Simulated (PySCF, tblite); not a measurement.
Potential energy curve for SMILES C=CC. The C1–H9 bond (C1 also carries C, H, H; H9 carries nothing else) is pulled apart rigidly from the PBE0/def2-TZVP optimised geometry.

- RHF/cc-pVDZ (PySCF)
- UKS-PBE0 = unrestricted PBE0/cc-pVDZ in PySCF 2.14.0
- GFN2-xTB, 300 K electronic temperature (tblite)

Energies are in mEh, each relative to the lowest point of its own curve near equilibrium.

```
R / Å    RHF  UKS-PBE0  GFN2-xTB
-----  -----  --------  --------
0.88    45.5      47.2      41.2
0.94    20.5      21.9      17.9
0.98    10.2      11.3       [?]
1.02     3.8       4.6       3.1
1.06     0.7       1.0       0.5
1.09     0.0       0.0       0.0
1.13     0.9       [?]       1.0
1.16     2.8       [?]       2.7
1.20     6.5       5.0       5.9
1.27    15.5      13.0      13.7
1.36    30.2      26.2      26.1
1.47    50.6      44.8      42.9
1.63    81.6      72.8      68.5
1.78   109.9      98.1      91.6
1.94   137.9     122.9     114.2
2.16   172.3     149.5     140.8
2.42   206.9     165.5     165.6
2.70   237.8     173.2     184.9
2.92     [?]     176.1     195.5
3.29   286.4       [?]     206.7
3.78   314.8       [?]     212.7
```

**Question.** Fill in the missing entries.

**Answer.** 
- 0.98, GFN2-xTB: 8.6
- 1.13, UKS-PBE0: 0.5
- 1.16, UKS-PBE0: 1.9
- 2.92, RHF: 258.2
- 3.29, UKS-PBE0: 178.3
- 3.78, UKS-PBE0: 179.3

The restricted form behind RHF keeps the bonding electrons paired and can't separate into open-shell fragments. The unrestricted determinant behind UKS-PBE0 is spin-contaminated at 2.16 to 3.78 Å (<S²> up to 1.0, against 0.00 for a pure singlet).
